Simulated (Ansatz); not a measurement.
Relative stability

Two isomers of C₄H₅N, closed shell, relaxed at PBE0-D4/def2-TZVP (vibrations not checked).

A:

| atom | x (Å) | y (Å) | z (Å) |
| --- | --- | --- | --- |
| C1 | 0.3846 | 0.5941 | -0.9564 |
| C2 | 0.7502 | -0.7244 | -0.5898 |
| C3 | 0.0903 | -1.0223 | 0.5746 |
| N4 | -0.6554 | 0.0661 | 0.9184 |
| C5 | -0.4861 | 1.0563 | -0.0034 |
| H6 | 0.7213 | 1.1434 | -1.8214 |
| H7 | 1.4215 | -1.3818 | -1.1194 |
| H8 | 0.0924 | -1.9143 | 1.1797 |
| H9 | -1.2419 | 0.1290 | 1.7297 |
| H10 | -0.9938 | 2.0026 | 0.0907 |

B:

C1  (-1.072, -0.731, 1.062)
C2  (-0.203, 0.178, 0.652)
C3  (0.774, -0.051, -0.465)
C4  (0.651, 0.946, -1.520)
N5  (0.548, 1.742, -2.342)
H6  (-1.139, -1.708, 0.594)
H7  (-1.750, -0.530, 1.883)
H8  (-0.161, 1.153, 1.128)
H9  (0.633, -1.044, -0.902)
H10  (1.802, -0.007, -0.087)
(Å)

Computed with Ansatz 0.2.0 (basis: def2-TZVPP); correlated methods freeze the cores. B3LYP uses VWN-RPA correlation.

Problem. Which structure is lower at CCSD(T), and by how much? (To be estimated.)

Solution. By the calculation: A, by 13.41 kcal/mol (electronic energy, against the other). By their contacts, A is C₄H₅N (c1cc[nH]c1) and B is C₄H₅N (C=CCC#N).

All methods give the same order:

```csv
method,E(B) − E(A) (kcal/mol)
PBE-D4,23.68
r2SCAN-D4,22.67
PBE0-D4,25.02
B3LYP-D4,17.47
wB97M-V,18.24
HF,6.02
MP2,18.69
CCSD,11.92
CCSD(T),13.41
```

T1 diagnostic: at most 0.013.
